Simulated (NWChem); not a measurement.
Program: NWChem. System: Na, charge 0, spin multiplicity 4. Its SCF solution wasn't tested for a lower state. Level: UHF/def2-TZVP.

Part of the output:

```
             Northwest Computational Chemistry Package (NWChem) 7.3.0
             --------------------------------------------------------

                                NWChem Input Module
                                -------------------

 Scaling coordinates for geometry "geometry" by  1.889725989
 (inverse scale =  0.529177249)

                             Geometry "geometry" -> ""
                             -------------------------

 Output coordinates in angstroms (scale by  1.889725989 to convert to a.u.)

  No.       Tag          Charge          X              Y              Z
 ---- ---------------- ---------- -------------- -------------- --------------
    1 Na                  11.0000     0.00000000     0.00000000     0.00000000

 Effective nuclear repulsion energy (a.u.)       0.0000000000

            Nuclear Dipole moment (a.u.)
            ----------------------------
        X                 Y               Z
 ---------------- ---------------- ----------------
     0.0000000000     0.0000000000     0.0000000000


 Summary of "ao basis" -> "" (spherical)
 ------------------------------------------------------------------------------
       Tag                 Description            Shells   Functions and Types
 ---------------- ------------------------------  ------  ---------------------
 *                         def2-tzvp                  on all atoms

 Summary of "ao basis" -> "ao basis" (spherical)
 ------------------------------------------------------------------------------
       Tag                 Description            Shells   Functions and Types
 ---------------- ------------------------------  ------  ---------------------
 Na                        def2-tzvp                12       32   5s4p3d

                                 NWChem SCF Module
                                 -----------------

  ao basis        = "ao basis"
  functions       =    32
  atoms           =     1
  alpha electrons =     7
  beta  electrons =     4
  charge          =   0.00
  wavefunction    = UHF
  use symmetry    = F
  symmetry adapt  = F

 Summary of "ao basis" -> "ao basis" (spherical)
 ------------------------------------------------------------------------------
       Tag                 Description            Shells   Functions and Types
 ---------------- ------------------------------  ------  ---------------------
 Na                        def2-tzvp                12       32   5s4p3d
[...]
  ----- ------------  ---------------      ----- ------------  ---------------
     3      0.673549  1 Na s                  2     -0.400570  1 Na s
     1     -0.251301  1 Na s

 Vector    3  Occ=1.000000D+00  E=-2.065074D+00
              MO Center=  2.6D-17, -1.6D-17, -4.0D-17, r^2= 2.0D-01
   Bfn.  Coefficient  Atom+Function         Bfn.  Coefficient  Atom+Function
  ----- ------------  ---------------      ----- ------------  ---------------
     8      0.903407  1 Na pz                11      0.155616  1 Na pz

 Vector    4  Occ=1.000000D+00  E=-2.065074D+00
              MO Center= -7.4D-17, -8.6D-17, -3.6D-17, r^2= 2.0D-01
   Bfn.  Coefficient  Atom+Function         Bfn.  Coefficient  Atom+Function
  ----- ------------  ---------------      ----- ------------  ---------------
     7      0.649310  1 Na py                 6      0.630935  1 Na px

 Vector    5  Occ=0.000000D+00  E=-9.526083D-01
              MO Center=  9.4D-18,  2.2D-17,  1.5D-17, r^2= 2.6D-01
   Bfn.  Coefficient  Atom+Function         Bfn.  Coefficient  Atom+Function
  ----- ------------  ---------------      ----- ------------  ---------------
     6      0.581173  1 Na px                 7     -0.572773  1 Na py
     9      0.205286  1 Na px                10     -0.202319  1 Na py

 Vector    6  Occ=0.000000D+00  E=-1.254554D-02
              MO Center=  1.1D-14,  6.5D-15,  5.8D-15, r^2= 6.8D+00
   Bfn.  Coefficient  Atom+Function         Bfn.  Coefficient  Atom+Function
  ----- ------------  ---------------      ----- ------------  ---------------
     4      0.609725  1 Na s                  5      0.462008  1 Na s
     3     -0.186276  1 Na s

 Vector    7  Occ=0.000000D+00  E= 4.619077D-02
              MO Center=  6.3D-14,  6.0D-14,  1.0D-14, r^2= 1.1D+01
   Bfn.  Coefficient  Atom+Function         Bfn.  Coefficient  Atom+Function
  ----- ------------  ---------------      ----- ------------  ---------------
    13      0.689262  1 Na py                12      0.669778  1 Na px

 center of mass
 --------------
 x =   0.00000000 y =   0.00000000 z =   0.00000000

 moments of inertia (a.u.)
 ------------------
           0.000000000000           0.000000000000           0.000000000000
           0.000000000000           0.000000000000           0.000000000000
           0.000000000000           0.000000000000           0.000000000000

  Mulliken analysis of the total density
  --------------------------------------

    Atom       Charge   Shell Charges
 -----------   ------   -------------------------------------------------------
    1 Na  11    11.00   2.00  0.77  1.23  1.15 -0.16  4.56  0.47  0.27  0.71  0.00  0.00  0.01

  Mulliken analysis of the alpha density
  --------------------------------------

    Atom       Charge   Shell Charges
 -----------   ------   -------------------------------------------------------
    1 Na  11     7.00   1.00  0.40  0.59  1.15 -0.16  2.76  0.27  0.27  0.71  0.00  0.00  0.01

   Mulliken analysis of the beta density
   -------------------------------------

    Atom       Charge   Shell Charges
 -----------   ------   -------------------------------------------------------
    1 Na  11     4.00   1.00  0.37  0.64 -0.00  0.00  1.80  0.20  0.00 -0.00  0.00  0.00 -0.00

   Mulliken analysis of the spin density
   -------------------------------------

    Atom       Charge   Shell Charges
 -----------   ------   -------------------------------------------------------
    1 Na  11     3.00   0.00  0.04 -0.04  1.16 -0.16  0.95  0.07  0.27  0.71 -0.00  0.00  0.01

       Multipole analysis of the density wrt the origin
       ------------------------------------------------

     L   x y z        total         alpha         beta         nuclear
     -   - - -        -----         -----         ----         -------
     0   0 0 0     -0.000000     -7.000000     -4.000000     11.000000

     1   1 0 0      0.000000      0.000000     -0.000000      0.000000
     1   0 1 0     -0.000000     -0.000000      0.000000      0.000000
     1   0 0 1      0.000000      0.000000      0.000000      0.000000

     2   2 0 0    -14.171070    -13.506327     -0.664743      0.000000
     2   1 1 0      4.237567      4.386319     -0.148751      0.000000
     2   1 0 1     -0.395169     -0.409041      0.013872      0.000000
     2   0 2 0    -14.047673    -13.378598     -0.669075      0.000000
     2   0 1 1      0.389457      0.403129     -0.013671      0.000000
     2   0 0 2     -9.907674     -9.093272     -0.814401      0.000000

 Task  times  cpu:        0.1s     wall:        0.1s

 Total times  cpu:        0.1s     wall:        0.1s
```

**Question.** Write an NWChem input that would produce this output.

**Answer.** Several could match; the one computed here: 
```
start mol
memory heap 200 mb stack 900 mb global 1100 mb
geometry units angstroms nocenter noautoz noautosym
  Na     0.000000     0.000000     0.000000
end
basis spherical
  * library def2-tzvp
end
scf
  uhf
  nopen 3
  maxiter 100
  thresh 1e-7
  semidirect memsize 60000000 filesize 0
  # guess.movecs holds the orbitals of an unrestricted PBE0 run
  vectors input guess.movecs output mol.movecs
end
task scf energy
```
